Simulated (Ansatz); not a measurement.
**C₅H₁₀O₂: up Jacob's ladder to CCSD(T)**

One table from this session's results is given with a row withheld; the runs are named, their logs left out.

Method: functionals in def2-TZVPP, the program's frozen cores in correlated methods; program: Ansatz 0.2.0, Gaussian basis.

The runs, in order: PBE-D4, r2SCAN-D4, PBE0-D4, B3LYP-D4, ωB97X-V, ωB97M-V, B2PLYP; CCSD(T)/def2-TZVPP; MP2/def2-QZVPP; extrapolation to the limit.

## The relaxed structure

All runs share one geometry, relaxed beforehand with PBE0-D4 in a triple-zeta def2 set.

SMILES `CC1CCOCO1`, 17 atoms, charge 0, spin multiplicity 1.

Atoms are counted from 1 here; the program's logs count them from 0.

Bond lengths: C1–C2 1.507 Å, C1–H8 1.091 Å, C1–H9 1.092 Å, C1–H10 1.092 Å, C2–C3 1.521 Å, C2–O7 1.421 Å, C2–H11 1.104 Å, C3–C4 1.517 Å, C3–H12 1.094 Å, C3–H13 1.094 Å, C4–O5 1.413 Å, C4–H14 1.091 Å, C4–H15 1.102 Å, O5–C6 1.394 Å, C6–O7 1.393 Å, C6–H16 1.107 Å, C6–H17 1.089 Å. Angles: C2–C1–H8 110.6°, C2–C1–H9 110.4°, C2–C1–H10 110.2°, H8–C1–H9 108.6°, H8–C1–H10 108.4°, H9–C1–H10 108.6°, C1–C2–C3 113.6°, C1–C2–O7 107.7°, C1–C2–H11 109.6°, C3–C2–O7 109.3°, C3–C2–H11 108.5°, O7–C2–H11 108.0°, C2–C3–C4 109.4°, C2–C3–H12 108.9°, C2–C3–H13 110.3°, C4–C3–H12 109.6°, C4–C3–H13 110.4°, H12–C3–H13 108.2° and more.

The first run:

in.yaml reads:

```yaml
crystal:
  periodic: [false, false, false]
  atoms:
    - {symbol: C, position_ang: [-0.810617, 1.745310, 1.013793]}
    - {symbol: C, position_ang: [-0.009908, 0.722681, 0.250040]}
    - {symbol: C, position_ang: [-0.846835, -0.120456, -0.699957]}
    - {symbol: C, position_ang: [0.009210, -1.234968, -1.271885]}
    - {symbol: O, position_ang: [0.636798, -1.958579, -0.233196]}
    - {symbol: C, position_ang: [1.390367, -1.106717, 0.572561]}
    - {symbol: O, position_ang: [0.622131, -0.126838, 1.197445]}
    - {symbol: H, position_ang: [-0.165635, 2.311156, 1.688118]}
    - {symbol: H, position_ang: [-1.293661, 2.442536, 0.325705]}
    - {symbol: H, position_ang: [-1.582780, 1.252418, 1.608623]}
    - {symbol: H, position_ang: [0.778209, 1.230118, -0.333649]}
    - {symbol: H, position_ang: [-1.687229, -0.550607, -0.146529]}
    - {symbol: H, position_ang: [-1.250465, 0.500970, -1.504984]}
    - {symbol: H, position_ang: [-0.582447, -1.952104, -1.842581]}
    - {symbol: H, position_ang: [0.776656, -0.815062, -1.942296]}
    - {symbol: H, position_ang: [2.177116, -0.624309, -0.037916]}
    - {symbol: H, position_ang: [1.839097, -1.715548, 1.356707]}
basis:
  gaussian: {orbitals: def2-TZVPP}
hamiltonian: {xc: pbe, dispersion: d4}
output: {forces: true, orbitals: {seedname: orbitals}}
```

On the command line:

```sh
$ ansatz run in.yaml --threads 2 --pin off --events-out ev --progress --plain --max-ram 32768MiB --backend cuda --devices 0, --max-vram 18GiB
```

Among the steps run: PBE-D4 (GGA); r2SCAN-D4 (meta-GGA); PBE0-D4 (hybrid); B3LYP-D4 (hybrid); ωB97X-V (range-separated); ωB97M-V (range-separated); B2PLYP (double hybrid); CCSD(T) in def2-TZVPP; MP2 in def2-QZVPP.

One of the session's tables, all rows but one given; the rest of the session is left out.

```
            method  atomisation energy (eV)
            PBE-D4                   73.835
         r2SCAN-D4                   72.214
           PBE0-D4                   72.509
          B3LYP-D4                   71.873
           ωB97X-V                   72.175
           ωB97M-V                   72.212
            B2PLYP                   71.200
     HF/def2-TZVPP                   52.281
    MP2/def2-TZVPP                        ?
   CCSD/def2-TZVPP                   69.210
CCSD(T)/def2-TZVPP                   70.285
           MP2/CBS                   73.245
       CCSD(T)/CBS                   71.974
```

Q: Estimate the row for MP2/def2-TZVPP from the others.

The run gave: atomisation energy (eV): 71.556. In the column «atomisation energy (eV)» it lies between B2PLYP (71.200) and B3LYP-D4 (71.873).
